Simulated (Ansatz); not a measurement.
**AlPNH (triplet): wave-function methods side by side at a displaced geometry (v2), cc-pVDZ**

An exercise on one series of results from a longer session: the logs are not shown, and one member is left open.

Computed with Ansatz 0.2.0, Gaussian basis. Level: cc-pVDZ, core rule «outside noble gas», up to 11 orbitals frozen.

To be run: UHF; CCSD(T) on ROHF; CCSD(T) on UHF; BCCD(T) on ROHF; CISD; CCSDT(Q) on ROHF; CCSDT(Q) on UHF.

29 further runs of the same task are left out: 10 for a known fault of the program, 9 that didn't finish, 10 set aside as unsound or not needed.

### The system

The geometry is a PBE0/def2-TZVP stationary point (not a proven minimum) with its atoms shifted at random (size 0.100 Å).

4 atoms, charge 0, spin multiplicity 3.

Atoms are counted from 1 here; the program's logs count them from 0.

Bond lengths: N1–Al2 1.627 Å, N1–H4 1.023 Å, Al2–P3 2.270 Å. Angles: Al2–N1–H4 172.6°, N1–Al2–P3 172.2°.

The first run:

File in.yaml:

```yaml
crystal:
  periodic: [false, false, false]
  atoms:
    - {symbol: N, position_ang: [0.064568, 0.023749, 1.121179]}
    - {symbol: Al, position_ang: [-0.100306, 0.032123, -0.497233]}
    - {symbol: P, position_ang: [-0.023685, -0.000301, -2.765459]}
    - {symbol: H, position_ang: [0.059423, -0.055571, 2.141514]}
basis:
  gaussian: {orbitals: cc-pVDZ}
magnetization: {spin_polarized: true, initial_magnetization: 2}
hamiltonian: {xc: hf}
output: {orbitals: {seedname: orbitals}}
```

The run is started by

```console
> ansatz run in.yaml --threads 1 --pin off --events-out ev --progress --plain --max-ram 2393MiB
```

Steps of the session up to this table: UHF; CCSD(T) on ROHF; CCSD(T) on UHF; BCCD(T) on ROHF; CISD; CCSDT(Q) on ROHF; CCSDT(Q) on UHF.

One of the session's tables, all rows but one given; the rest of the session is left out.

```
   method  from RCCSDT(Q) (kcal/mol)
     ROHF                    +225.40
      UHF                    +220.84
     RMP2                     +27.54
     UMP2                     +41.02
     CISD                     +36.70
    RCCSD                     +12.15
    UCCSD                          ?
 RCCSD(T)                      +2.25
 UCCSD(T)                      +3.32
  BCCD(T)                      +2.39
   RCCSDT                      +1.02
   UCCSDT                      +1.09
RCCSDT(Q)                          0
UCCSDT(Q)                      -0.64
```

Q: Estimate the row for UCCSD from the others.

**Answer.** from RCCSDT(Q) (kcal/mol): +12.16. In the column «from RCCSDT(Q) (kcal/mol)» it lies between RCCSD (+12.15) and RMP2 (+27.54).

Limits of these values: Warnings: spin contamination; large T1 diagnostic. Restricted and unrestricted rows rest on different reference determinants; where their highest levels disagree by more than a few hundredths of an eV, they describe different states and don't form one ladder.
